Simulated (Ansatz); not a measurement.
Relaxation of BH5OS (8 atoms, charge 0, multiplicity 1), to a largest force component of 0.03 eV/Å in at most 50 steps.

Method: RKS PBE0/def2-mTZVP in Ansatz 0.2.0.

```xyz
8
Properties=species:S:1:pos:R:3
B 0.067 0.598 -0.178
O -0.162 -0.368 2.228
H -1.005 -0.838 2.267
H 1.122 0.081 -0.328
H -0.963 0.137 -0.540
S -0.031 2.338 0.454
H 1.274 2.501 0.779
H -0.409 0.579 2.338
```

Problem. Where does it end, and by what steps?

Solution. It converged. After 10 steps the energy has fallen by 0.283 eV; O2 moved furthest, 0.45 Å. Joined: B1–O2 (2.60 → 1.72 Å).

| step | energy less start (eV) | largest force component (eV/Å) | accepted |
| --- | --- | --- | --- |
| 0 | 0.0000 | 0.934 | yes |
| 1 | 0.0631 | 2.416 | no |
| 2 | -0.0447 | 0.801 | yes |
| 3 | -0.0920 | 0.604 | yes |
| 4 | -0.1600 | 0.533 | yes |
| 5 | -0.2377 | 0.804 | yes |
| 6 | -0.2653 | 0.432 | yes |
| 7 | -0.2784 | 0.119 | yes |
| 8 | -0.2796 | 0.115 | yes |
| 9 | -0.2826 | 0.050 | yes |
| 10 | -0.2829 | 0.027 | yes |

```xyz
8
Properties=species:S:1:pos:R:3
B 0.013 0.450 0.232
O -0.138 -0.179 1.822
H -0.921 -0.747 1.856
H 1.055 0.003 -0.142
H -0.989 0.059 -0.302
S -0.046 2.304 0.496
H 1.271 2.517 0.720
H -0.351 0.620 2.337
```

The run took 15 s on 2 threads of Arm Neoverse V2 (shared host), peak memory 0.14 GiB.
